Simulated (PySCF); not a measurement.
A species of formula C4H11OP has this rotational fingerprint, computed with CAM-B3LYP/def2-SVPD in PySCF (dipole) on a GFN2-xTB geometry, gas phase:

```
Rotational constants : A = 4247, B = 1936, C = 1448 MHz
Dipole components    : |μa| = 1.88 D, |μb| = 3.97 D, |μc| = 0.32 D
Inertial defect      : -30.95 u·Å²
κ                    : -0.65
```

Question: Which structure is it? (One computed conformer of each.)
A. `[CH3:1][CH2:2][PH:3](=[O:4])[CH2:5][CH3:6]` with C1–C2–P3–O4 -172°, C2–P3–C5–C6 -178°
B. `[CH3:1][CH2:2][PH:3][CH2:4][O:5][CH3:6]` with C1–C2–P3–C4 -164°, C2–P3–C4–O5 -71°, P3–C4–O5–C6 -173°
C. `[CH3:1][CH2:2][P:3]([CH3:4])([CH3:5])=[O:6]` with C1–C2–P3–C4 71°

Answer: A. It is CC[PH](=O)CC, an asymmetric top, point group C1. The candidates at the same level (rigid rotor, commonest isotopes):

```tsv
SMILES	A (MHz)	B (MHz)	C (MHz)	μa (D)	μb (D)	μc (D)	Δ (u·Å²)	point group	rotor
CCPCOC	6540	1289	1153	0.86	0.50	1.68	-30.98	C1	near-prolate asymmetric top
CCP(C)(C)=O	3643	2142	2058	0.18	0.11	4.32	-129.10	C1	asymmetric top
CC[PH](=O)CC	4247	1936	1448	1.88	3.97	0.32	-30.95	C1	asymmetric top
```

`CCPCOC` has A 54 % too high; `CCP(C)(C)=O` has C 42 % too high. No structure here is proved a minimum.
